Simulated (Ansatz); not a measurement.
Calculated with Ansatz (gas phase, PBE0-D4/def2-TZVP geometries, no zero-point term in ΔE). CBS: MP2 limit from def2 TZ/QZ plus the TZ coupled-cluster correction, frozen cores. This one scheme is used for every species, atoms too. For atomizations the MP2-based limit and the directly extrapolated one differ by several kJ/mol either way, and by 10 to 25 for some Ge, Se and Sn compounds, so smaller differences from it don't rank the levels. Functionals use def2-TZVPP. B3LYP here is the variant with VWN-RPA as its local correlation; programs differ in this. HSE06 is defined as in plane-wave codes. No spin–orbit coupling; open shells (•) take unrestricted orbitals. Spin–orbit coupling would lower the free atoms: a little for C, F.

Reaction (atomization): `FC1=CNCN1` → 3 C• + F• + 5 H• + 2 N•

```csv
level,ΔE (eV),difference from CCSD(T)/CBS
LDA (SPW92),54.92,8.93
BLYP-D4,46.62,0.63
B97M-V,46.12,0.13
PBE0-D4,46.79,0.80
B3LYP-D4,46.28,0.29
r2SCANh-D4,45.76,-0.23
r2SCAN0-D4,45.14,-0.85
PBE-QIDH,45.94,-0.05
PBE,48.02,2.03
BLYP,46.11,0.12
HSE06,46.67,0.68
BHLYP,43.95,-2.04
MP2/def2-TZVPP,45.79,-0.20
SCS-MP2/def2-TZVPP,45.40,-0.59
CCSD/def2-TZVPP,43.59,-2.40
HF/def2-QZVPP,30.88,-15.11
CCSD(T)/CBS,45.99,0
```

Largest T1 diagnostic among the species: 0.012.

Leaving LDA and LC-ωPBE aside and taking each functional with its dispersion term where it has one, the values, not all of them listed here, spread over 4.06 eV, from BHLYP-D4 to PBE-D4. LDA lies +6.89 eV from PBE without D4, its usual overbinding. From BLYP to BHLYP (50 % exact exchange), in def2-TZVPP and without D4, ΔE moves by −2.15 eV: exact exchange takes away binding that semilocal exchange gives to molecules.
